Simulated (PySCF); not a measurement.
# C₂HNO: excited-state relaxation, vibronic structure

Wanted: excited-state relaxation, vibronic structure for C₂HNO (`N#CC=O`).

Computed with PySCF 2.14.0 and routines of our own; the level stands in each step. Atoms count from 0.

### Step 1. The starting structure

5 atoms, charge 0, multiplicity 1; geometry from: GFN2-xTB.

### Step 2. Geometry optimisation at PBE/6-31+G*

Job settings and geometry (Å):

```
{"job": {"xc": "PBE", "basis": "6-31+G*", "grid": 1, "kind": "geom"}, "charge": 0, "multiplicity": 1}
N      1.906751    -0.228252     0.569803
C      0.819149    -0.068477     0.251820
C     -0.557180     0.080282    -0.167948
O     -1.195267     1.089680    -0.104060
H     -0.964831    -0.870381    -0.566801
```

Run with:

```bash
$ OMP_NUM_THREADS=1 python excited_run.py task.json out
```

One launch serves the whole session: the jobs run in the order shown.

The program printed:

```text
step   0  E = -206.50790385  max force = 0.071265
step   1  E = -206.51173638  max force = 0.004832
step   2  E = -206.51175949  max force = 0.002495
step   3  E = -206.51177942  max force = 0.003277
step   4  E = -206.51178459  max force = 0.001420
step   5  E = -206.51179010  max force = 0.002819
step   6  E = -206.51179987  max force = 0.000844
step   7  E = -206.51179911  max force = 0.000448
step   8  E = -206.51179722  max force = 0.000448
step   9  E = -206.51179628  max force = 0.000687
step  10  E = -206.51179725  max force = 0.000414
step  11  E = -206.51179844  max force = 0.000365
optimisation converged
```

Wall time 19 s (1 thread of Arm Neoverse V1, shared host); peak memory 0.32 GiB.

Step by step:

| step | energy from step 0 (eV) | largest force component (eV/Å) |
| --- | --- | --- |
| 0 | 0.0000 | 3.6646 |
| 1 | -0.1043 | 0.2485 |
| 2 | -0.1049 | 0.1283 |
| 3 | -0.1055 | 0.1685 |
| 4 | -0.1056 | 0.0730 |
| 5 | -0.1058 | 0.1450 |
| 6 | -0.1060 | 0.0434 |
| 7 | -0.1060 | 0.0230 |
| 8 | -0.1059 | 0.0230 |
| 9 | -0.1059 | 0.0353 |
| 10 | -0.1059 | 0.0213 |
| 11 | -0.1060 | 0.0188 |

Distances of close pairs at the start and the end, largest changes first:

| bond | before (Å) | after (Å) | change (Å) |
| --- | --- | --- | --- |
| N0–C1 | 1.144 | 1.176 | +0.031 |
| C1–C2 | 1.447 | 1.471 | +0.025 |
| C2–O3 | 1.196 | 1.220 | +0.024 |
| C2–H4 | 1.109 | 1.114 | +0.006 |

The end geometry stands in the next job.

| at the end point | value |
| --- | --- |
| point group (found at 0.08 Å tolerance) | Cs |
| rotational constants (GHz, main isotopes) | 63.902, 4.958, 4.601 |
| dipole moment (D) | 2.40 |

### Step 3. Excited-state relaxation: TDA PBE/6-31+G*

Job settings and geometry (Å):

```
{"job": {"kind": "xopt", "state": "S1", "method": "TDA", "freq": true, "xc": "PBE", "basis": "6-31+G*", "grid": 1}, "charge": 0, "multiplicity": 1}
N      1.926525    -0.092767     0.537001
C      0.793000     0.004860     0.240734
C     -0.626113     0.123097    -0.129622
O     -1.253153     1.158833     0.021900
H     -1.076476    -0.803070    -0.555112
```

With the program's defaults for keys left out, this is: TDA PBE/6-31+G* excited-state geometry optimisation, gas phase.

The program printed:

```text
final grid: 23136 points
cycle   1  E = -206.3759161979  dE =  5.566e-01  |g| = 7.970e-01  |ddm| = 2.830e+00
cycle   2  E = -205.0501995794  dE =  1.326e+00  |g| = 2.562e+00  |ddm| = 3.775e+00
cycle   3  E = -206.5084346844  dE = -1.458e+00  |g| = 1.072e-01  |ddm| = 3.134e+00
cycle   4  E = -206.5093762241  dE = -9.415e-04  |g| = 9.161e-02  |ddm| = 2.262e-01
cycle   5  E = -206.5108619921  dE = -1.486e-03  |g| = 6.335e-02  |ddm| = 1.183e-01
cycle   6  E = -206.5117502529  dE = -8.883e-04  |g| = 1.425e-02  |ddm| = 5.190e-02
cycle   7  E = -206.5117965239  dE = -4.627e-05  |g| = 2.739e-03  |ddm| = 1.181e-02
cycle   8  E = -206.5117983945  dE = -1.871e-06  |g| = 4.600e-04  |ddm| = 3.081e-03
cycle   9  E = -206.5117984375  dE = -4.293e-08  |g| = 1.256e-04  |ddm| = 8.050e-04
cycle  10  E = -206.5117984413  dE = -3.881e-09  |g| = 1.548e-05  |ddm| = 1.786e-04
cycle  11  E = -206.5117984414  dE = -5.673e-11  |g| = 4.727e-06  |ddm| = 2.125e-05
converged SCF energy = -206.5117984414

vertical S1 at the ground-state geometry: 3.4105 eV
step    E(state)/Eh    max force   excitation/eV  root
  0    -206.38375283   0.124191     3.4667      1
  1    -206.39678935   0.023658     2.5573      1
  2    -206.39876474   0.020514     2.4652      1
  3    -206.40178805   0.011727     2.5220      1
  4    -206.40277656   0.008657     2.5029      1
  5    -206.40313619   0.003998     2.4966      1
  6    -206.40317967   0.000439     2.5049      1
  7    -206.40318307   0.000254     2.5004      1
optimisation converged
vertical emission 2.5004 eV, adiabatic 2.9556 eV, Stokes shift 0.9101 eV, reorganisation 0.4549 (excited) and 0.4552 eV (ground)
zero-point change -0.0550 eV, 0-0 energy 2.9006 eV
frequencies of the excited state (cm-1): 227 365 535 590 954 1145 1452 2107 2958
```

Run time: 2.3 min. Hardware: 1 thread of Arm Neoverse V1, shared host; peak memory 0.36 GiB.

Key values:

| quantity | value |
| --- | --- |
| vertical absorption, S1 | 3.41 eV |
| adiabatic energy, S1 | 2.96 eV |
| vertical emission, S1 | 2.50 eV |
| Stokes shift, S1 | 0.91 eV |
| geometry moved (RMSD), S1 | 0.062 Å |

Bonds of the start that changed most:

| bond | start (Å) | end (Å) |
| --- | --- | --- |
| C1–C2 | 1.471 | 1.375 |
| C2–O3 | 1.220 | 1.311 |
| N0–C1 | 1.176 | 1.199 |
| C2–H4 | 1.114 | 1.110 |

### Step 4. Excited-state relaxation: UKS PBE/6-31+G*

Job settings and geometry (Å):

```
{"job": {"kind": "xopt", "state": "T1", "method": "UKS", "freq": true, "xc": "PBE", "basis": "6-31+G*", "grid": 1}, "charge": 0, "multiplicity": 1}
N      1.926525    -0.092767     0.537001
C      0.793000     0.004860     0.240734
C     -0.626113     0.123097    -0.129622
O     -1.253153     1.158833     0.021900
H     -1.076476    -0.803070    -0.555112
```

With the program's defaults for keys left out, this is: UKS PBE/6-31+G* excited-state geometry optimisation, gas phase.

The program printed:

```text
final grid: 23136 points
cycle   1  E = -206.3759161979  dE =  5.566e-01  |g| = 7.970e-01  |ddm| = 2.830e+00
cycle   2  E = -205.0501995794  dE =  1.326e+00  |g| = 2.562e+00  |ddm| = 3.775e+00
cycle   3  E = -206.5084346844  dE = -1.458e+00  |g| = 1.072e-01  |ddm| = 3.134e+00
cycle   4  E = -206.5093762241  dE = -9.415e-04  |g| = 9.161e-02  |ddm| = 2.262e-01
cycle   5  E = -206.5108619921  dE = -1.486e-03  |g| = 6.335e-02  |ddm| = 1.183e-01
cycle   6  E = -206.5117502529  dE = -8.883e-04  |g| = 1.425e-02  |ddm| = 5.190e-02
cycle   7  E = -206.5117965239  dE = -4.627e-05  |g| = 2.739e-03  |ddm| = 1.181e-02
cycle   8  E = -206.5117983945  dE = -1.871e-06  |g| = 4.600e-04  |ddm| = 3.081e-03
cycle   9  E = -206.5117984375  dE = -4.293e-08  |g| = 1.256e-04  |ddm| = 8.050e-04
cycle  10  E = -206.5117984413  dE = -3.881e-09  |g| = 1.548e-05  |ddm| = 1.786e-04
cycle  11  E = -206.5117984414  dE = -5.673e-11  |g| = 4.727e-06  |ddm| = 2.125e-05
converged SCF energy = -206.5117984414

vertical T1 at the ground-state geometry: 3.0260 eV
step    E(state)/Eh    max force   <S^2>
  0    -206.39846605   0.101465    2.0049
  1    -206.40749488   0.023130    2.0073
  2    -206.41124985   0.010770    2.0067
  3    -206.41222310   0.006016    2.0066
  4    -206.41276351   0.007489    2.0066
  5    -206.41302339   0.002256    2.0067
  6    -206.41305987   0.000645    2.0068
  7    -206.41306494   0.000531    2.0068
  8    -206.41306878   0.000432    2.0068
  9    -206.41306890   0.000622    2.0068
 10    -206.41307229   0.000704    2.0067
 11    -206.41307374   0.000368    2.0067
optimisation converged
vertical emission 2.3210 eV, adiabatic 2.6864 eV, Stokes shift 0.7050 eV, reorganisation 0.3396 (excited) and 0.3654 eV (ground)
zero-point change -0.0801 eV, 0-0 energy 2.6064 eV
frequencies of the excited state (cm-1): 195 314 399 461 953 1116 1341 2119 3029
```

It took 90 s on 1 thread of Arm Neoverse V1, shared host; peak memory 0.36 GiB.

Key values:

| quantity | value |
| --- | --- |
| vertical gap at the ground-state geometry, T1 | 3.03 eV |
| adiabatic energy, T1 | 2.69 eV |
| vertical gap at the relaxed geometry, T1 | 2.32 eV |
| difference of the two gaps, T1 | 0.70 eV |
| geometry moved (RMSD), T1 | 0.045 Å |

Bonds of the start that changed most:

| bond | start (Å) | end (Å) |
| --- | --- | --- |
| C2–O3 | 1.220 | 1.318 |
| C1–C2 | 1.471 | 1.395 |
| N0–C1 | 1.176 | 1.190 |
| C2–H4 | 1.114 | 1.104 |

### Step 5. Excited-state relaxation: TDA PBE/6-31+G*

Job settings and geometry (Å):

```
{"job": {"kind": "xopt", "state": "T1", "method": "TDA", "xc": "PBE", "basis": "6-31+G*", "grid": 1}, "charge": 0, "multiplicity": 1}
N      1.926525    -0.092767     0.537001
C      0.793000     0.004860     0.240734
C     -0.626113     0.123097    -0.129622
O     -1.253153     1.158833     0.021900
H     -1.076476    -0.803070    -0.555112
```

Method: TDA PBE/6-31+G* excited-state geometry optimisation, gas phase.

The program printed:

```text
final grid: 23136 points
cycle   1  E = -206.3759161979  dE =  5.566e-01  |g| = 7.970e-01  |ddm| = 2.830e+00
cycle   2  E = -205.0501995794  dE =  1.326e+00  |g| = 2.562e+00  |ddm| = 3.775e+00
cycle   3  E = -206.5084346844  dE = -1.458e+00  |g| = 1.072e-01  |ddm| = 3.134e+00
cycle   4  E = -206.5093762241  dE = -9.415e-04  |g| = 9.161e-02  |ddm| = 2.262e-01
cycle   5  E = -206.5108619921  dE = -1.486e-03  |g| = 6.335e-02  |ddm| = 1.183e-01
cycle   6  E = -206.5117502529  dE = -8.883e-04  |g| = 1.425e-02  |ddm| = 5.190e-02
cycle   7  E = -206.5117965239  dE = -4.627e-05  |g| = 2.739e-03  |ddm| = 1.181e-02
cycle   8  E = -206.5117983945  dE = -1.871e-06  |g| = 4.600e-04  |ddm| = 3.081e-03
cycle   9  E = -206.5117984375  dE = -4.293e-08  |g| = 1.256e-04  |ddm| = 8.050e-04
cycle  10  E = -206.5117984413  dE = -3.881e-09  |g| = 1.548e-05  |ddm| = 1.786e-04
cycle  11  E = -206.5117984414  dE = -5.673e-11  |g| = 4.727e-06  |ddm| = 2.125e-05
converged SCF energy = -206.5117984414

vertical T1 at the ground-state geometry: 2.7647 eV
step    E(state)/Eh    max force   excitation/eV  root
  0    -206.40778206   0.126365     2.8129      1
  1    -206.42204100   0.019045     1.9026      1
  2    -206.42482062   0.017654     1.8128      1
  3    -206.42636465   0.012710     1.8128      1
  4    -206.42759314   0.006497     1.8199      1
  5    -206.42778876   0.002291     1.8067      1
  6    -206.42780900   0.000654     1.8124      1
  7    -206.42780984   0.000396     1.8127      1
optimisation converged
vertical emission 1.8127 eV, adiabatic 2.2854 eV, Stokes shift 0.9520 eV, reorganisation 0.4793 (excited) and 0.4727 eV (ground)
```

Wall time 23 s (1 thread of Arm Neoverse V1, shared host); peak memory 0.36 GiB.

In short:

| quantity | value |
| --- | --- |
| vertical gap at the ground-state geometry, T1 | 2.76 eV |
| adiabatic energy, T1 | 2.29 eV |
| vertical gap at the relaxed geometry, T1 | 1.81 eV |
| difference of the two gaps, T1 | 0.95 eV |
| geometry moved (RMSD), T1 | 0.058 Å |

Bonds of the start that changed most:

| bond | start (Å) | end (Å) |
| --- | --- | --- |
| C2–O3 | 1.220 | 1.322 |
| C1–C2 | 1.471 | 1.378 |
| N0–C1 | 1.176 | 1.195 |
| C2–H4 | 1.114 | 1.103 |

### Step 6. Vibronic structure: TDA PBE/6-31+G*

Job settings and geometry (Å):

```
{"job": {"kind": "vib", "tda": true, "freq": true, "xc": "PBE", "basis": "6-31+G*", "grid": 1}, "charge": 0, "multiplicity": 1}
N      1.926525    -0.092767     0.537001
C      0.793000     0.004860     0.240734
C     -0.626113     0.123097    -0.129622
O     -1.253153     1.158833     0.021900
H     -1.076476    -0.803070    -0.555112
```

Level: TDA PBE/6-31+G* vertical-gradient vibronic structure (displaced harmonic oscillators, Condon), gas phase.

The program printed:

```text
final grid: 23136 points
cycle   1  E = -206.3759161979  dE =  5.566e-01  |g| = 7.970e-01  |ddm| = 2.830e+00
cycle   2  E = -205.0501995794  dE =  1.326e+00  |g| = 2.562e+00  |ddm| = 3.775e+00
cycle   3  E = -206.5084346844  dE = -1.458e+00  |g| = 1.072e-01  |ddm| = 3.134e+00
cycle   4  E = -206.5093762241  dE = -9.415e-04  |g| = 9.161e-02  |ddm| = 2.262e-01
cycle   5  E = -206.5108619921  dE = -1.486e-03  |g| = 6.335e-02  |ddm| = 1.183e-01
cycle   6  E = -206.5117502529  dE = -8.883e-04  |g| = 1.425e-02  |ddm| = 5.190e-02
cycle   7  E = -206.5117965239  dE = -4.627e-05  |g| = 2.739e-03  |ddm| = 1.181e-02
cycle   8  E = -206.5117983945  dE = -1.871e-06  |g| = 4.600e-04  |ddm| = 3.081e-03
cycle   9  E = -206.5117984375  dE = -4.293e-08  |g| = 1.256e-04  |ddm| = 8.050e-04
cycle  10  E = -206.5117984413  dE = -3.881e-09  |g| = 1.548e-05  |ddm| = 1.786e-04
cycle  11  E = -206.5117984414  dE = -5.673e-11  |g| = 4.727e-06  |ddm| = 2.125e-05
converged SCF energy = -206.5117984414

Singlet excitations (eV, f): 3.410 (0.0004)  5.014 (0.0000)  5.822 (0.0078)  5.948 (0.0216)  6.300 (0.1017)  7.046 (0.0273)

State S1  3.4105 eV  f = 0.00040  H->L 1.00
  relaxed dipole 3.456 D, largest gradient of the excitation energy 0.1181 Eh/bohr
  mode    cm-1        S   lambda/meV  Raman
    7   1718.9    1.3798     294.1   1.000
    4    907.6    0.8690      97.8   0.176
    8   2240.7    0.1811      50.3   0.223
    6   1367.5    0.0829      14.1   0.038
    3    609.5    0.1249       9.4   0.011
    1    207.4    0.0307       0.8   0.000
  reorganisation energy 0.4674 eV, total S 2.671, 0-0 2.9430 eV
  absorption maximum 3.159 eV, width 0.662 eV

State S5  6.2997 eV  f = 0.10165  H-2->L 0.53, H->L+1 0.25, H-1->L+1 0.12
  relaxed dipole 2.005 D, largest gradient of the excitation energy 0.1214 Eh/bohr
  mode    cm-1        S   lambda/meV  Raman
    1    207.4   10.8392     278.7   0.202
    8   2240.7    0.4593     127.6   1.000
    4    907.6    0.5159      58.1   0.184
    7   1718.9    0.1983      42.3   0.254
    3    609.5    0.1530      11.6   0.025
    2    280.0    0.0106       0.4   0.000
  reorganisation energy 0.5190 eV, total S 12.178, 0-0 5.7807 eV

State S6  7.0464 eV  f = 0.02728  H->L+2 0.99
  relaxed dipole 4.955 D, largest gradient of the excitation energy 0.0311 Eh/bohr
  mode    cm-1        S   lambda/meV  Raman
    1    207.4    6.9373     178.4   1.000
    3    609.5    0.2425      18.3   0.302
    7   1718.9    0.0678      14.4   0.671
    4    907.6    0.0818       9.2   0.226
    6   1367.5    0.0504       8.5   0.316
    8   2240.7    0.0143       4.0   0.240
  reorganisation energy 0.2337 eV, total S 7.398, 0-0 6.8128 eV

State T1  2.7647 eV  f = 0.00000  H->L 1.00
  relaxed dipole 3.567 D, largest gradient of the excitation energy 0.1200 Eh/bohr
  mode    cm-1        S   lambda/meV  Raman
    7   1718.9    1.5485     330.0   1.000
    4    907.6    0.8176      92.0   0.147
    8   2240.7    0.1525      42.4   0.167
    6   1367.5    0.0941      15.9   0.038
    3    609.5    0.1950      14.7   0.016
    9   2928.5    0.0093       3.4   0.017
    1    207.4    0.0174       0.4   0.000
  reorganisation energy 0.4989 eV, total S 2.834, 0-0 2.2658 eV
  absorption maximum 2.694 eV, width 0.468 eV
```

It took 4.3 s on 1 thread of Arm Neoverse V1, shared host; peak memory 0.37 GiB.

### Step 7. Results

```
                                                                                    quantity                      value
                                                                                 point group                         Cs
                                                        rotational constants (main isotopes)      63.90, 4.96, 4.60 GHz
                                           vertical absorption, S1 (step 3, TDA PBE/6-31+G*)                    3.41 eV
                                              adiabatic energy, S1 (step 3, TDA PBE/6-31+G*)                    2.96 eV
                                             vertical emission, S1 (step 3, TDA PBE/6-31+G*)                    2.50 eV
                                                  Stokes shift, S1 (step 3, TDA PBE/6-31+G*)                    0.91 eV
                     vertical gap at the ground-state geometry, T1 (step 4, UKS PBE/6-31+G*)                    3.03 eV
                                              adiabatic energy, T1 (step 4, UKS PBE/6-31+G*)                    2.69 eV
                          vertical gap at the relaxed geometry, T1 (step 4, UKS PBE/6-31+G*)                    2.32 eV
                                    difference of the two gaps, T1 (step 4, UKS PBE/6-31+G*)                    0.70 eV
                     vertical gap at the ground-state geometry, T1 (step 5, TDA PBE/6-31+G*)                    2.76 eV
                                              adiabatic energy, T1 (step 5, TDA PBE/6-31+G*)                    2.29 eV
                          vertical gap at the relaxed geometry, T1 (step 5, TDA PBE/6-31+G*)                    1.81 eV
                                    difference of the two gaps, T1 (step 5, TDA PBE/6-31+G*)                    0.95 eV
S1: vertical, reorganisation, 0-0, total S (step 6, TDA PBE/6-31+G*, modes from PBE/6-31+G*)   3.41, 0.47, 2.94 eV; 2.7
S5: vertical, reorganisation, 0-0, total S (step 6, TDA PBE/6-31+G*, modes from PBE/6-31+G*)  6.30, 0.52, 5.78 eV; 12.2
S6: vertical, reorganisation, 0-0, total S (step 6, TDA PBE/6-31+G*, modes from PBE/6-31+G*)   7.05, 0.23, 6.81 eV; 7.4
```

**Reading.** Relaxing lowered the energy by 0.106 eV in 11 steps; the close pair that moved most is N0–C1, from 1.144 to 1.176 Å. In step 3 (excited-state relaxation), among the bonds C1–C2 changes most, from 1.471 to 1.375 Å. In step 4 (excited-state relaxation), among the bonds C2–O3 changes most, from 1.220 to 1.318 Å. Where no frequencies were run, the relaxed excited state may be a saddle. In step 5 (excited-state relaxation), among the bonds C2–O3 changes most, from 1.220 to 1.322 Å. In step 6 the harmonic model is doubtful. The vibronic model keeps the ground-state modes and shifts them along the gradient alone, so it can miss much of the relaxation that a full optimisation finds. ΔSCF (UKS) and response values aren't on one footing and may follow different states, so their differences aren't method errors alone, and singlets and triplets from the two don't rank.
